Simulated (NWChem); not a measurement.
# One shape, several levels: doublet [C5H6]+

We compute a comparison of 6 runs (USVWN5/def2-SVP, U-r2SCAN/def2-SVP, U-revPBE/def2-SVP, UBLYP/def2-SVP, UM06-L/def2-SVP, UPBE/def2-SVP) of doublet [C5H6]+. 

The results are computed with NWChem 7.3.0.

### Step 1. The system as given

[C5H6]+: 11 atoms, total charge +1, spin state doublet. As SMILES of the parent species, `C#CC(=C)C`. The shape is that of a PBE0-D4/def2-TZVP optimisation. That shape belongs to the parent species and isn't relaxed for this state.

Bond lengths: C1–C2 1.203 Å, C2–C3 1.426 Å, C3–C4 1.335 Å, C3–C5 1.500 Å, C1–H6 1.064 Å, C4–H7 1.084 Å, C4–H8 1.082 Å, C5–H9 1.093 Å, C5–H10 1.093 Å, C5–H11 1.090 Å. Some angles: C1–C2–C3 177.6°, C2–C3–C4 120.8°, C2–C3–C5 116.1°, C4–C3–C5 123.1°, C2–C1–H6 179.2°, C3–C4–H7 120.7°, C3–C4–H8 121.4°, C3–C5–H9 110.6°, C3–C5–H10 110.6°, C3–C5–H11 110.8°.

### Step 2. The energy at USVWN5/def2-SVP (run 1)

Input file c5h6.nw:

```
start c5h6
memory total 2200 mb
charge 1
geometry units angstroms noautosym nocenter noautoz
 C    -1.345100    1.765600    1.023600
 C    -0.786700    0.836000    0.502900
 C    -0.073000   -0.237900   -0.105500
 C    -0.718400   -1.309500   -0.570900
 C     1.416500   -0.080200   -0.182900
 H    -1.852900    2.580700    1.482100
 H    -0.174900   -2.125300   -1.033200
 H    -1.795300   -1.393800   -0.500600
 H     1.842600    0.040200    0.816500
 H     1.678700    0.815000   -0.752400
 H     1.874100   -0.947800   -0.659100
end
basis spherical bse
 * library def2-SVP
end
dft
 xc slater vwn_5
 mult 2
 grid fine
 convergence energy 1e-08
 iterations 100
 mulliken
 print low
end
task dft energy
```

Launch:

```sh
nwchem c5h6.nw > c5h6.out
```

The log of the run:

```text
[...]
 d= 0,ls=0.0,diis     1   -191.6722368848 -3.35D+02  7.05D-03  2.57D-01     1.5
[...]
 d= 0,ls=0.5,diis    37   -191.7484951799 -9.92D-09  8.72D-08  2.19D-08    43.3
[...]
         Total DFT energy =     -191.748495187325
      One electron energy =     -534.653300479014
           Coulomb energy =      226.483369291722
    Exchange-Corr. energy =      -27.055784177666
 Nuclear repulsion energy =      143.477220177633
[...]
      Total Density - Mulliken Population Analysis
     ---------------------------------------------
    Atom       Charge   Shell Charges
 -----------   ------   -------------------------------------------------------
    1 C    6     6.19   1.98  0.96  0.69  1.99  0.55  0.02
    2 C    6     5.59   1.98  0.92  0.21  2.07  0.38  0.03
    3 C    6     6.15   1.98  0.95  0.17  2.08  0.93  0.05
    4 C    6     5.90   1.98  0.94  0.29  2.04  0.63  0.02
    5 C    6     6.06   1.98  0.90  0.13  2.19  0.84  0.02
    6 H    1     0.86   0.69  0.14  0.02
    7 H    1     0.85   0.70  0.13  0.02
    8 H    1     0.84   0.70  0.12  0.02
    9 H    1     0.84   0.68  0.14  0.02
   10 H    1     0.84   0.68  0.13  0.02
[...]
      <S2> =      0.7529 (Exact =     0.7500)
[...]
```

Wall time 45 s (1 thread of Intel Xeon 6975P-C (Granite Rapids), shared host); peak memory 0.11 GiB.

### Step 3. A single-point energy at U-r2SCAN/def2-SVP (run 2)

Input file work.xyz:

```xyz
11
C5H6 r2SCAN
C     -1.345100     1.765600     1.023600
C     -0.786700     0.836000     0.502900
C     -0.073000    -0.237900    -0.105500
C     -0.718400    -1.309500    -0.570900
C      1.416500    -0.080200    -0.182900
H     -1.852900     2.580700     1.482100
H     -0.174900    -2.125300    -1.033200
H     -1.795300    -1.393800    -0.500600
H      1.842600     0.040200     0.816500
H      1.678700     0.815000    -0.752400
H      1.874100    -0.947800    -0.659100
```

Input file work.nw:

```
start work
title "C5H6 r2SCAN"
memory stack 880 mb heap 220 mb global 1100 mb
charge 1
geometry units angstrom noautosym nocenter noautoz
 load format xyz work.xyz
end
basis spherical bse
 * library def2-SVP
end
dft
 xc r2scan
 mult 2
 grid fine
 convergence energy 1e-08
 maxiter 100
 mulliken
 noprint "final vectors analysis"
end
task dft energy
```

Launch:

```sh
nwchem work.nw > work.out
```

The log of the run:

```text
[...]
          Wavefunction type:  spin polarized.
          No. of atoms     :    11
          No. of electrons :    35
[...]
          Charge           :     1
          Spin multiplicity:     2
[...]
          AO basis - number of functions:   100
[...]
              XC Information
              --------------
                      r^2SCAN Method XC Functional
               r^2SCAN metaGGA Exchange Functional  1.000
                     r^2SCAN Correlation Potential  1.000
[...]
 d= 0,ls=0.0,diis     1   -193.3823562721 -3.37D+02  5.93D-03  1.55D-01     3.0
[...]
 d= 0,ls=0.0,diis    15   -193.4529521454 -5.21D-09  4.26D-07  3.53D-10    44.5
[...]
         Total DFT energy =     -193.452952145382
      One electron energy =     -534.555596293088
           Coulomb energy =      226.444516964413
    Exchange-Corr. energy =      -28.819092994340
 Nuclear repulsion energy =      143.477220177633
[...]
      Total Density - Mulliken Population Analysis
     ---------------------------------------------
    Atom       Charge   Shell Charges
 -----------   ------   -------------------------------------------------------
    1 C    6     6.14   1.99  0.96  0.65  1.95  0.56  0.02
    2 C    6     5.62   1.99  0.94  0.17  2.04  0.46  0.03
    3 C    6     6.22   1.99  0.97  0.22  2.04  0.96  0.05
    4 C    6     5.83   1.99  0.95  0.27  2.00  0.60  0.03
    5 C    6     5.96   1.99  0.91  0.12  2.13  0.80  0.02
    6 H    1     0.86   0.71  0.12  0.03
    7 H    1     0.86   0.73  0.11  0.03
    8 H    1     0.86   0.73  0.11  0.03
    9 H    1     0.87   0.72  0.12  0.03
   10 H    1     0.87   0.72  0.12  0.03
[...]
      <S2> =      0.7687 (Exact =     0.7500)
[...]
```

Run time: 45 s. Hardware: 1 thread of Intel Xeon 6975P-C (Granite Rapids), shared host; peak memory 0.12 GiB.

Runs 3 to 5 aren't shown in full; the table further down has their settings and results.

### Step 4. The energy at UPBE/def2-SVP (run 6)

c5h6.nw: that of step 2 with these lines changed.

```diff
@@ -3,3 +3,3 @@
 charge 1
-geometry units angstroms noautosym nocenter noautoz
+geometry units angstrom noautosym nocenter noautoz
  C    -1.345100    1.765600    1.023600
@@ -20,3 +20,3 @@
 dft
- xc slater vwn_5
+ xc xpbe96 cpbe96
  mult 2
@@ -26,4 +26,3 @@
  mulliken
- print low
 end
-task dft energy
+task dft
```

Launch:

```sh
nwchem c5h6.nw > c5h6.out
```

The log of the run:

```text
[...]
          Wavefunction type:  spin polarized.
          No. of atoms     :    11
          No. of electrons :    35
[...]
          Charge           :     1
          Spin multiplicity:     2
[...]
          AO basis - number of functions:   100
[...]
              XC Information
              --------------
          PerdewBurkeErnzerhof Exchange Functional  1.000
            Perdew 1991 LDA Correlation Functional  1.000 local
           PerdewBurkeErnz. Correlation Functional  1.000 non-local
[...]
 d= 0,ls=0.0,diis     1   -193.2424968648 -3.37D+02  6.61D-03  1.75D-01     2.5
[...]
 d= 0,ls=0.0,diis    14   -193.3139670706 -1.40D-09  3.60D-07  1.20D-09    32.5
[...]
         Total DFT energy =     -193.313967070619
      One electron energy =     -534.690076754180
           Coulomb energy =      226.577010992044
    Exchange-Corr. energy =      -28.678121486115
 Nuclear repulsion energy =      143.477220177633
[...]
      Total Density - Mulliken Population Analysis
     ---------------------------------------------
    Atom       Charge   Shell Charges
 -----------   ------   -------------------------------------------------------
    1 C    6     6.17   1.98  0.97  0.71  1.97  0.51  0.02
    2 C    6     5.57   1.99  0.94  0.18  2.06  0.37  0.03
    3 C    6     6.19   1.98  0.97  0.18  2.07  0.94  0.05
    4 C    6     5.82   1.99  0.96  0.25  2.02  0.58  0.02
    5 C    6     5.93   1.98  0.92  0.07  2.16  0.78  0.02
    6 H    1     0.89   0.72  0.15  0.03
    7 H    1     0.88   0.73  0.13  0.02
    8 H    1     0.88   0.73  0.13  0.02
    9 H    1     0.88   0.71  0.14  0.03
   10 H    1     0.88   0.71  0.14  0.03
[...]
      <S2> =      0.7564 (Exact =     0.7500)
[...]
```

Run time: 33 s. Hardware: 1 thread of Intel Xeon 6975P-C (Granite Rapids), shared host; peak memory 0.11 GiB.

### Step 5. All runs side by side

| run | level | energy (Eh) | ⟨S²⟩ | wall time |
| --- | --- | --- | --- | --- |
| 1 | USVWN5/def2-SVP | -191.748495 | 0.753 | 45 s |
| 2 | U-r2SCAN/def2-SVP | -193.452952 | 0.769 | 45 s |
| 3 | U-revPBE/def2-SVP | -193.529961 | 0.757 | 32 s |
| 4 | UBLYP/def2-SVP | -193.489792 | 0.755 | 34 s |
| 5 | UM06-L/def2-SVP | -193.550043 | 0.760 | 45 s |
| 6 | UPBE/def2-SVP | -193.313967 | 0.756 | 33 s |

### Step 6. Outcome

| quantity | value |
| --- | --- |
| run 6: total energy | -193.31397 Eh |
| run 6: HOMO energy (highest over α and β) | -13.03 eV |
| run 6: LUMO energy (lowest over α and β) | -12.00 eV |
| run 6: ⟨S²⟩ | 0.756 |

**Reading.** Totals of different functionals can't be ranked against each other. All runs together took 3.9 min, the longest 45 s.
